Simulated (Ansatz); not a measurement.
# Dissociation curves of SiH2 (SMILES [H][Si][H])

SiH2 has 3 atoms, charge 0, and is taken as a singlet. SMILES: `[H][Si][H]`. The coordinates come from a GFN2-xTB relaxation.

```tsv
atom	x (Å)	y (Å)	z (Å)
Si	0.0052	-0.0082	-0.6557
H	1.1102	-0.0200	0.3374
H	-1.1155	0.0282	0.3183
```

The Si1–H3 distance is scanned; the parts on either side stay rigid. Basis cc-pVDZ, 5 core orbitals frozen in the correlated methods; program Ansatz 0.2.0. FCI is exact within this basis and core. Energies in eV from each method's value at 1.485 Å; methods without a U are spin-restricted. The shape above is that at 1.485 Å.

```
distance (Å)  B3LYP  HSE06  CCSD(T)  CCSDT   FCI
       1.485   0.00   0.00     0.00   0.00  0.00
       1.856   0.45   0.47     0.49   0.49  0.49
       2.228   1.43   1.48     1.46   1.45  1.45
       2.970   3.09   3.22     2.72   2.73  2.73
       3.713   4.07   4.25     2.94   3.11  3.11
```

Departure from the FCI curve at its largest: B3LYP +0.96 eV at 3.71 Å; HSE06 +1.14 eV at 3.71 Å; CCSD(T) -0.17 eV at 3.71 Å; CCSDT within 0.005 eV. Functionals converge differently with the basis, so for them the departure isn't an error alone.
